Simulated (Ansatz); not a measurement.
**H2Ge–As, quartet in cc-pVDZ: errors against RCCSDTQ**

Geometry: a PBE0/def2-TZVP stationary point for this spin, not checked as a minimum.

```tsv
atom	x (Å)	y (Å)	z (Å)
Ge	0.0424	0.0000	1.2324
As	-0.0215	0.0000	-1.2425
H	-0.7284	1.2396	1.7713
H	-0.7284	-1.2396	1.7713
```

Basis cc-pVDZ; Ansatz 0.2.0. Only valence electrons are correlated (noble-gas cores and the filled d shells of p-block atoms frozen), which leaves 11 electrons in 36 orbitals. Prefix R: restricted or restricted open-shell reference; prefix U: unrestricted. Active spaces: valence = (11e, 10o) chosen from the atoms' valence shells. No spin–orbit coupling is included, and no scalar relativity.

Full CI isn't at hand for all of this; RCCSDTQ serves as the reference, and is uncertain by about the last step of the cluster series. The frozen core follows each run's orbitals, which can shift R against U totals by a few meV for light atoms and by up to 0.1 eV past Ca.

For open shells CISD is restricted-active-space CI with the open shells as a complete middle space.

* UHF ⟨S²⟩: 3.769
* T1 diagnostic (RCCSD): 0.0213
* largest doubles amplitude (RCCSD): 0.039

| level | E − E(RCCSDTQ) (kJ/mol) | share of correlation (%) | wall time |
| --- | --- | --- | --- |
| RHF | 504.8 | 0.00 | – |
| RMP2 | 107.7 | 78.67 | – |
| CISD | 50.5 | 89.99 | 5.5 s |
| RCCSD | 16.1 | 96.81 | – |
| RCCSD(T) | 3.6 | 99.29 | 6 s |
| BCCD(T) | 3.5 | 99.31 | 6 s |
| RCCSDT | 0.7 | 99.85 | – |
| RCCSDT(Q) | 0.1 | 99.98 | 25 s |
| CASSCF (valence space) | 374.1 | 25.89 | – |
| NEVPT2 (valence space) | 94.6 | 81.26 | 8.5 s |
| MRCISD (valence space) | 29.0 | 94.26 | – |
| MRCISD+Q (valence space) | 1.6 | 99.69 | 9 s (H100) |
| MRCISD+Q(relaxed) (valence space) | -1.5 | 100.30 | 9 s (H100) |

The correlation energy at RCCSDTQ, counted from RHF, is -5.232 eV. That run took 49 s on 2 threads of AMD EPYC 7R13 with a shared H100 80 GB, shared host.

Run but not shown, since their state or frozen core can't be matched to the reference's or they repeat it: UHF, UMP2, UCCSD, UCCSD(T), UCCSDT, UCCSDT(Q).

Times hold each run's SCF and search for its determinant on a shared host, so for small cases they say little of a method's own cost; rows without a card ran on 1 thread of AMD EPYC 7R13.

Natural occupations of CASSCF (valence space) about the gap: 1.969 1.966 1.002 1.001 1.000 0.037 0.025 0.024; effectively unpaired electrons, Σ n²(2−n)², 3.02.
